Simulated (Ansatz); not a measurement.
Process, species as SMILES: [PH2] (PH2) → PH2+ (singlet, bonded as [PH2]) + e-
B3LYP-D3(BJ)/def2-TZVP geometries, fixed; electronic energies without zero-point terms.
Largest species:
```
P
H 1 1.4234
H 1 1.4234 2 91.73
```
Charge 0, spin multiplicity 2.

Basis-set convergence of the adiabatic ionisation energy at PBE with Ansatz (a program for electronic structure). Cartesian d functions, on some or all atoms, in 6-31G*, 6-31+G*, 6-311G**, 6-311+G**; all else is spherical. The program fits the integrals of some runs and decomposes those of others, by size. Open shells are unrestricted. No added dispersion term, no relativity. Functions are those of the species that has most. Reference: the value in aug-cc-pV(5+d)Z, 9.966 eV, itself unsure by roughly 0.002 eV (its mean distance from pcseg-4, aug-pcseg-3, aug-cc-pV(Q+d)Z). Deviations are taken from unrounded values.

```tsv
basis	functions	adiabatic ionisation energy (eV)
6-31G*	23	9.942
6-31+G*	27	9.976
def2-SVP	28	9.935
def2-SVPD	40	9.930
pcseg-1	28	9.981
aug-pcseg-1	45	9.989
cc-pV(D+d)Z	33	9.914
aug-cc-pV(D+d)Z	50	9.959
6-311G**	39	9.958
6-311+G**	43	9.958
def2-TZVP	49	9.953
def2-TZVPD	61	9.962
pcseg-2	62	9.959
aug-pcseg-2	96	9.968
cc-pV(T+d)Z	67	9.958
aug-cc-pV(T+d)Z	101	9.969
def2-TZVPP	70	9.955
def2-TZVPPD	82	9.962
cc-pV(Q+d)Z	124	9.962
aug-cc-pV(Q+d)Z	181	9.967
def2-QZVPP	130	9.962
def2-QZVPPD	142	9.964
pcseg-3	130	9.962
aug-pcseg-3	187	9.964
cc-pV(5+d)Z	210	9.963
aug-cc-pV(5+d)Z	296	9.966
```

What the diffuse functions change, pair by pair:
- 6-31G* to 6-31+G*: 4 more functions, deviation -0.024 to 0.010 eV
- def2-SVP to def2-SVPD: 12 more functions, deviation -0.031 to -0.035 eV
- pcseg-1 to aug-pcseg-1: 17 more functions, deviation 0.015 to 0.024 eV
- cc-pV(D+d)Z to aug-cc-pV(D+d)Z: 17 more functions, deviation -0.052 to -0.006 eV
- 6-311G** to 6-311+G**: 4 more functions, deviation -0.007 to -0.007 eV
- def2-TZVP to def2-TZVPD: 12 more functions, deviation -0.012 to -0.004 eV
- pcseg-2 to aug-pcseg-2: 34 more functions, deviation -0.006 to 0.002 eV
- cc-pV(T+d)Z to aug-cc-pV(T+d)Z: 34 more functions, deviation -0.007 to 0.003 eV
- def2-TZVPP to def2-TZVPPD: 12 more functions, deviation -0.011 to -0.004 eV
- cc-pV(Q+d)Z to aug-cc-pV(Q+d)Z: 57 more functions, deviation -0.003 to 0.001 eV
- def2-QZVPP to def2-QZVPPD: 12 more functions, deviation -0.003 to -0.001 eV
- pcseg-3 to aug-pcseg-3: 57 more functions, deviation -0.004 to -0.002 eV
- cc-pV(5+d)Z to aug-cc-pV(5+d)Z: 86 more functions, deviation -0.003 to 0.000 eV

Leaving out the reference's own pair, they bring the value nearer the reference by more than 0.002 eV in 9 of 12 pairs.
